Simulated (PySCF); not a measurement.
Identify the unknown among the candidates.

All candidates are C4H8O.

| technique | computed result |
| --- | --- |
| Rotational structure | rotational constants A, B, C: 10.010, 4.471, 3.636 GHz [GFN2-xTB] |
| UV, first state | lowest singlet excitation: 6.82 eV (182 nm, f = 0.018) [TDDFT PBE0/def2-SVPD] |
| Triplet | lowest triplet excitation (Tamm–Dancoff): 6.52 eV [TDA PBE0/def2-SVPD] |
| Polarisability | 50.6 au [PBE0/def2-SVPD] |
| Dipole | 2.07 D [PBE0/def2-SVPD] |
| UV, strongest line | among the 8 lowest singlet transitions: S8 at 8.57 eV (145 nm, f = 0.030) [TDDFT PBE0/def2-SVPD] |

Gas-phase values; electronic properties from PySCF, density fitting. Levels stand in brackets. Geometry: GFN2-xTB; no solvent, vibrations or thermal averaging.

Problem. Which candidate is it?
A. `C1CCOC1`
B. `CC1COC1`
C. `C/C=C\CO`
D. `CCC(C)=O`
E. `C=C[C@@H](C)O`

Solution. B. It is `CC1COC1`. Numbering: `[CH3:1][CH:2]1[CH2:3][O:4][CH2:5]1`. Its formula, C4H8O, gives 1 degree of unsaturation: 1 ring and 0 π bonds in the structure found. The optimised geometry has point group Cs and is an asymmetric top.

The others, at the same levels:
- `C=C[C@@H](C)O` fails: its computed lowest triplet excitation (Tamm–Dancoff) is 4.51 eV (against 6.52 eV), static isotropic polarisability is 55.1 au (against 50.6 au) and rotational constant A is 8.064 GHz (against 10.010 GHz).
- `C/C=C\CO` fails: its computed lowest singlet excitation is 6.60 eV (188 nm, f = 0.085) (against 6.82 eV), lowest triplet excitation (Tamm–Dancoff) is 4.28 eV (against 6.52 eV) and static isotropic polarisability is 55.5 au (against 50.6 au).
- `CCC(C)=O` fails: its computed lowest singlet excitation is 4.54 eV (273 nm, f = 0.000) (against 6.82 eV), lowest triplet excitation (Tamm–Dancoff) is 3.93 eV (against 6.52 eV) and static isotropic polarisability is 52.4 au (against 50.6 au).
- `C1CCOC1` fails: its computed lowest singlet excitation is 6.60 eV (188 nm, f = 0.011) (against 6.82 eV), strongest line among the 8 lowest singlet transitions is S5 at 8.09 eV (153 nm, f = 0.015) (against S8 at 8.57 eV) and rotational constant A is 7.198 GHz (against 10.010 GHz).

Each candidate is one conformer, not necessarily the lowest. Dipoles, sizes and rotational constants follow the conformer. The torsions of the flexible species, by atom-mapped SMILES:
- `[CH2:1]=[CH:2][C@@H:3]([CH3:4])[OH:5]`: C1–C2–C3–C4 -128°, H–O5–C3–C2 -61°
- `[CH3:1]/[CH:2]=[CH:3]\[CH2:4][OH:5]`: C2–C3–C4–O5 -167°, H–O5–C4–C3 56°
- `[CH3:1][CH2:2][C:3]([CH3:4])=[O:5]`: C1–C2–C3–C4 169°
